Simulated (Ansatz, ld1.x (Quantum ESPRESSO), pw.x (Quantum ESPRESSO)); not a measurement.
# Os: one change to the RRKJ potential, in the atom and in the sc crystal

osmium, norm-conserving RRKJ (Kleinman–Bylander form), made with ld1.x (Quantum ESPRESSO) 7.5 (PBEsol, scalar-relativistic). Core [Xe] 4f14, reference 5d6.5 6s1.5 6p0. Waves: 6p (bound, empty): rc 2.85 bohr; 5d (bound): rc 1.65 bohr; 6s (bound): rc 2.20 bohr. Local part: the s channel. Core correction: Bessel-smoothed model core inside 1.00 bohr. rho0 = 0.02.

Change: all radii but the core radius scaled by about 1.28 (s 2.82, p 3.64, d 2.12 bohr).

Cutoffs, loose and tight: the cutoffs (Ry, on a coarse ladder) from which the occupation-weighted sum of valence levels, in a spherical-Bessel basis at the reference potential, stays within 10 and 1 mRy of its value at 400 Ry. They do not see the model core or the augmentation charge, which bear on the density cutoff. Test errors are all-electron minus pseudo excitation energies from the reference, over the configurations 5d6 6s2 6p0; 5d6 6s1 6p0; 5d6 6s0 6p0; 5d7 6s1 6p0; 5d6 6s0 6p1; 5d7 6s0 6p0; 5d6 6s1 6p1; variants that change the core or the reference have their own tests.

Crystal test: sc Os in pw.x 7.5, no spin, 13³ k-points, Fermi–Dirac smearing 0.01 Ry, cutoffs set for each file from its atomic test. The reference is all-electron LAPW (Ansatz 0.2.0) with the same functional, mesh and smearing; V0 and B0 come from Birch–Murnaghan fits to the pressures at five volumes. Errors are pseudo minus all-electron; Δ is the rms difference of the E(V) curves that follow from these fits, minima aligned, over ±6 % about the mean V0. Mesh and smearing are coarse, so the numbers serve the comparison and aren't converged zero-temperature values; the lattice is a test structure that the element need not adopt.

All-electron: a0 = 2.531 Å (V0 = 16.22 Å³/atom), B0 = 294.0 GPa.

Does the change bring the crystal closer to the all-electron result?

The mean pressure error goes from +10.27 to +5.27 GPa, so the change moves the solid closer to the all-electron pressures.

```csv
quantity,base,changed
outcome (atom),generated,generated
"cutoff, loose (atom)",50 Ry,35 Ry
"cutoff, tight (atom)",70 Ry,35 Ry
bound ghosts (atom),none,none
largest test error (meV) (atom),-54,-52
cutoffs in pw.x (Ry),85/340,50/200
a0 (Å),2.559,2.546
a0 error (%),+1.11,+0.58
B0 error (%),-3.1,-2.3
Δ (meV/atom),34.6,18.2
mean pressure error (GPa),+10.27,+5.27
```

Base: The largest radius (2.85 bohr) exceeds half the bond length (2.39 bohr), so the spheres overlap, which is one possible source of error among others. This is a poor potential for the solid. Changed file: The largest radius (3.64 bohr) exceeds half the bond length (2.39 bohr), so the spheres overlap, which is one possible source of error among others. This is a poor potential for the solid. The atomic cutoffs weigh occupied waves only.
